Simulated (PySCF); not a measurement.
## HCN, singlet: computed properties

These are results of PySCF, PBE0, basis C def2-TZVP, N def2-TZVP, H def2-TZVP (no relativity, density fitting), not measurements.

The structure is a minimum.

```json
{"Point group": "C∞v", "Bond lengths": "C–H 1.069 Å, C–N 1.146 Å", "Bond angles": "H–C–N 180.0°", "Dipole moment": "3.03 D", "Principal quadrupole moments (Buckingham, traceless) about the centre of mass": "-1.21, -1.21, 2.41 D Å", "Principal polarisabilities": "11.5, 11.5, 21.7 bohr³", "Enthalpy at 298.15 K above 0 K": "9.13 kJ/mol", "Highest occupied level": "-10.43 eV", "Rotational constants": "1.5 cm⁻¹", "Lowest empty level": "0.32 eV", "Zero-point energy": "43.3 kJ/mol", "Rotational symmetry number": "1", "Atomisation energy without zero-point energy": "1300 kJ/mol", "Heat capacity Cp at 298.15 K": "34.9 J/(mol K)", "Entropy at 298.15 K and 1 bar": "201.2 J/(mol K)"}
```

Harmonic modes (masses in u: C 12.000, N 14.003, H 1.008):
| symmetry | ω (cm⁻¹) | IR (km/mol, summed over degenerate members) | μ (u) |
| --- | --- | --- | --- |
| π | 776 | 74.1 | 1.35 |
| σ+ | 2224 | 1.7 | 5.00 |
| σ+ | 3459 | 67.9 | 1.20 |

In C∞v the vibrations span π + 2σ+.

Charges (e):
| atom | Mulliken | Löwdin | polar tensor | Mayer order to C1 |
| --- | --- | --- | --- | --- |
| C1 | -0.19 | -0.17 | -0.06 | – |
| N2 | -0.02 | 0.05 | -0.20 | 3.07 |
| H3 | 0.20 | 0.13 | 0.26 | 0.94 |

Mulliken populations on C1: s 3.24, p 2.89, d 0.04, f 0.01.

Outer orbital energies (eV). occupied: -25.97, -17.06, -10.95, -10.43, -10.43; empty: 0.32, 0.32, 1.52, 2.78.

Counting electrons, carbon keeps none of its valence electrons outside its bonds, so the VSEPR class is AX2 and the expected shape is linear; with unlike ligands the computed point group is C∞v.

This need not be the most stable arrangement of these atoms.

The final relaxation and frequency run took 6.1 s on 2 threads of a shared Arm Neoverse V1 host, with 68 basis functions and 9 gradients; the process peaked at 0.67 GiB.
